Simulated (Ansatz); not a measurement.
## Ladder of methods for the c axis length of 1T (CdI2-type) SnSe2

Reference value: 6.14 Å (measured, temperature not stated, no zero-point or thermal correction; as tabulated in Gonzalez and Oleynik (2016), arXiv:1609.04381).

| level (code) | value (Å) |
|---|---|
| LDA (Ansatz) | 5.893 |
| PBE (Ansatz) | … |
| PBE-D3(BJ) (Ansatz) | 6.008 |
| r²SCAN+rVV10 (Ansatz) | 6.233 |
| HSE06 (Ansatz) | 6.898 |

**Question.** What belongs in the gaps?

**Answer.** 
- PBE (Ansatz, an electronic-structure program), value (Å): 6.964

Differences against the reference: LDA -4.02 %, PBE +13.4 %, PBE-D3(BJ) -2.15 %, r²SCAN+rVV10 +1.51 %, HSE06 +12.3 %.

The reference's temperature isn't stated, so close values are not ranked against it. Off by more than 1.75 %, or 2.45 % on the side where a correction would as a rule narrow the miss (bounds picked here): PBE (+13.4 %), HSE06 (+12.3 %), LDA (-4.02 %).

The measured value isn't corrected to a static lattice, so vibrations enter the comparison.  LDA: LDA has no dispersion term either, though it tends to give short spacings of layers, chains or molecules. PBE: for a layered or molecular solid the relaxed cell lies over 5 % above the published volume, where the minimum can be shallow. PBE, HSE06: the cell comes from a level without a dispersion term, which matters for the spacing of layers, chains or molecules. Cutoffs and k meshes differ between the levels. Ansatz's density-functional and Hartree–Fock values are scalar-relativistic unless marked +SOC, with PAW data made under PBE.

Differences are worked out from the printed values.
